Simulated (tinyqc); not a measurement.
CCSD on RHF in the sto-3g basis, frozen core, for HF, spin multiplicity 1, step by step. One step of it, computed by the program tinyqc.

Problem. Iteration 1: building the Fock matrix. J_ij = sum D_kl (ij|kl), K_ij = sum D_kl (ik|jl); F = H + J - 0.5 K; E = tr D H + tr D J / 2 - 0.25 tr D K + E_nn.

D at the start:
```
            1F 1s      1F 2s    1F 2px    1F 2py     1F 2pz      2H 1s
1F 1s    2.078294  -0.306865  0.000000  0.000000   0.125117  -0.198333
1F 2s   -0.306865   1.336383  0.000000  0.000000  -0.470967   0.503019
1F 2px   0.000000   0.000000  2.000000  0.000000   0.000000   0.000000
1F 2py   0.000000   0.000000  0.000000  2.000000   0.000000   0.000000
1F 2pz   0.125117  -0.470967  0.000000  0.000000   1.721899   0.246500
2H 1s   -0.198333   0.503019  0.000000  0.000000   0.246500   0.308567
```

core Hamiltonian H = T + V (hartree):
```
             1F 1s       1F 2s     1F 2px     1F 2py     1F 2pz      2H 1s
1F 1s   -40.688964   -9.547682   0.000000   0.000000  -0.019932  -2.646710
1F 2s    -9.547682  -11.154881   0.000000   0.000000  -0.227140  -5.035855
1F 2px    0.000000    0.000000  -8.798603   0.000000   0.000000   0.000000
1F 2py    0.000000    0.000000   0.000000  -8.798603   0.000000   0.000000
1F 2pz   -0.019932   -0.227140   0.000000   0.000000  -8.959203  -3.053940
2H 1s    -2.646710   -5.035855   0.000000   0.000000  -3.053940  -6.035527
```

Two-electron integrals (ij|kl) in chemists' order, unique and non-zero (hartree):
```
(11|11) 5.403501   (21|11) 0.841920   (21|21) 0.156299   (22|11) 1.268028
(22|21) 0.292344   (22|22) 0.926167   (31|31) 0.027998   (32|31) 0.043169
(32|32) 0.204588   (33|11) 1.264502   (33|21) 0.292403   (33|22) 0.925959
(33|33) 0.997514   (41|41) 0.027998   (42|41) 0.043169   (42|42) 0.204588
(43|43) 0.053770   (44|11) 1.264502   (44|21) 0.292403   (44|22) 0.925959
(44|33) 0.889973   (44|44) 0.997514   (51|51) 0.027998   (52|51) 0.043169
(52|52) 0.204588   (53|53) 0.053770   (54|54) 0.053770   (55|11) 1.264502
(55|21) 0.292403   (55|22) 0.925959   (55|33) 0.889973   (55|44) 0.889973
(55|55) 0.997514   (61|11) 0.236339   (61|21) 0.043430   (61|22) 0.080471
(61|33) 0.080359   (61|44) 0.080359   (61|51) 0.001706   (61|52) 0.003178
(61|55) 0.080706   (61|61) 0.012184   (62|11) 0.523086   (62|21) 0.121894
(62|22) 0.422261   (62|33) 0.416677   (62|44) 0.416677   (62|51) 0.008054
(62|52) 0.059461   (62|55) 0.433046   (62|61) 0.034194   (62|62) 0.224812
(63|31) 0.013649   (63|32) 0.077467   (63|53) 0.012880   (63|63) 0.035734
(64|41) 0.013649   (64|42) 0.077467   (64|54) 0.012880   (64|64) 0.035734
(65|11) 0.320882   (65|21) 0.075844   (65|22) 0.281626   (65|33) 0.269045
(65|44) 0.269045   (65|51) 0.018181   (65|52) 0.116330   (65|55) 0.306480
(65|61) 0.022296   (65|62) 0.183734   (65|65) 0.185365   (66|11) 0.617508
(66|21) 0.146207   (66|22) 0.576518   (66|33) 0.556285   (66|44) 0.556285
(66|51) 0.013929   (66|52) 0.137409   (66|55) 0.616327   (66|61) 0.041390
(66|62) 0.367454   (66|65) 0.349075   (66|66) 0.774606
```

nuclear repulsion = 5.97565232 hartree

Give: Coulomb J; exchange K; Fock matrix F; total energy of this density.

Solution.

Coulomb J (hartree):
```
         1F 1s   1F 2s  1F 2px  1F 2py  1F 2pz  2H 1s
1F 1s   20.425   3.906   0.000   0.000  -0.013  1.083
1F 2s    3.906   9.701   0.000   0.000  -0.024  4.352
1F 2px   0.000   0.000   9.685   0.000   0.000  0.000
1F 2py   0.000   0.000   0.000   9.685   0.000  0.000
1F 2pz  -0.013  -0.024   0.000   0.000   9.708  2.871
2H 1s    1.083   4.352   0.000   0.000   2.871  5.889
```

exchange K (hartree):
```
         1F 1s   1F 2s  1F 2px  1F 2py  1F 2pz  2H 1s
1F 1s   11.037   1.953   0.000   0.000   0.011  0.555
1F 2s    1.953   3.029   0.000   0.000  -0.143  1.512
1F 2px   0.000   0.000   2.590   0.000   0.000  0.000
1F 2py   0.000   0.000   0.000   2.590   0.000  0.000
1F 2pz   0.011  -0.143   0.000   0.000   2.556  0.872
2H 1s    0.555   1.512   0.000   0.000   0.872  1.364
```

Fock matrix F (hartree):
```
          1F 1s   1F 2s  1F 2px  1F 2py  1F 2pz   2H 1s
1F 1s   -25.783  -6.619   0.000   0.000  -0.038  -1.841
1F 2s    -6.619  -2.968   0.000   0.000  -0.179  -1.440
1F 2px    0.000   0.000  -0.409   0.000   0.000   0.000
1F 2py    0.000   0.000   0.000  -0.409   0.000   0.000
1F 2pz   -0.038  -0.179   0.000   0.000  -0.529  -0.619
2H 1s    -1.841  -1.440   0.000   0.000  -0.619  -0.829
```

total energy of this density = -98.30538 hartree
